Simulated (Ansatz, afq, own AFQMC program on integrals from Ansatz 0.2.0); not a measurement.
# Where AFQMC and coupled cluster stand for NHCl, quartet

```xyz
3

Cl    0.0000    0.0000   -1.3493
H     0.0000    0.0000    0.0647
N     0.0000    0.0000    1.2847
```

Connectivity, by distances: Cl ··· N, 1 bridging H.

Basis cc-pVTZ. Noble-gas cores (and the filled d shells of Ga–Kr and In–Xe) are frozen. AFQMC by an in-house program on the Cholesky factors that Ansatz 0.2.0 writes for its CCSD(T) run. The CISD trial takes its coefficients from CCSD amplitudes. Released means that phaseless walkers are propagated on without the constraint, phases kept. Uncertainties: one standard error, sampling alone.

Determinant: UHF, the one that the program's search chose, which needn't be the lowest solution. The geometry is a point of a scan.

No full CI on the walks' own integrals is used here; CCSDT(Q) serves as the reference and is uncertain by about the last step of the cluster series.

Cautions: lower spins were not checked; the released energies have errors that jump between times, so the bars are unsure, so no released level is given (meV from the phaseless value at times in 1/Eh: -7 ± 3 at 0.24, -16 ± 5 at 0.51, -27 ± 4 at 0.99, 976 ± 1000 at 1.62, -27 ± 7 at 2.40), though the last usable value meets CCSDT(Q) within the noise.

* T1 diagnostic: 0.0162
* weight of the determinant in the CISD state: 0.877
* ⟨S²⟩ of the determinant: 3.783
* size of the correlated space: 13 electrons in 72 orbitals

```tsv
level	correlation energy (eV)
MP2	-8.5991
CCSD	-9.5638
CCSD(T)	-9.9131
```

Task: Estimate where phaseless AFQMC with a CISD trial lies against CCSD(T) on the same integrals.

Result: 3.3 ± 0.4 kJ/mol below CCSD(T).

Reference: CCSDT(Q), correlation energy -9.960 eV.

```tsv
level	E − E(reference) (kJ/mol)	share of correlation (%)
CCSD(T)	4.6	99.52
CCSDT	1.5	99.84
ph-AFQMC/CISD	1.3 ± 0.4	99.86
```

A walk keeps the symmetry of its determinant, which the program's search chose and which needn't be the lowest solution, so a lower state of the same spin and another symmetry isn't excluded.
